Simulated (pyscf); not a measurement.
•HN–SiH₂–NH₂ (SMILES [NH][SiH2]N) + NH₃ (SMILES N) → H₂N–SiH₂–NH₂ (SMILES N[SiH2]N) + NH₂• (SMILES [NH2]) (hydrogen abstraction; doublet surface; H–N broken, H–N formed). Optimised with ωB97X-D3(BJ)/def2-SVP in PySCF. Energies in kcal/mol from the separated reactants.

```csv
level,barrier,reaction energy
ωB97X-D3(BJ)/def2-TZVP,(withheld),-3.0
PBE/def2-TZVP,-1.2,-0.9
B3LYP-D3(BJ)/def2-TZVP,(withheld),(withheld)
PBE0-D3(BJ)/def2-TZVP,3.9,-2.6
M06-2X/def2-TZVP,8.0,-3.3
ωB97M-D3(BJ)/def2-TZVP,8.6,-2.8
```

### Question
Some entries are withheld; supply them.

### Answer

- ωB97X-D3(BJ)/def2-TZVP, barrier: 8.3
- B3LYP-D3(BJ)/def2-TZVP, barrier: 4.1
- B3LYP-D3(BJ)/def2-TZVP, reaction energy: -2.5

At PBE this geometry lies under the reactants; that is no barrier but a single point on another level's saddle; such a level's own saddle, if it has one, lies nearer that side and is low. At PBE the saddle lies under the separated products, which points to a path from their complex (located at ωB97X-D3(BJ) alone). •HN–SiH₂–NH₂ lies 18.4 kcal/mol over its isomer H₂N–SiH•–NH₂ (electronic energy, ωB97M-D3(BJ)/def2-TZVP). This is the saddle that the search found; another between the same sides may lie lower. The angle at the transferred H is 150°.
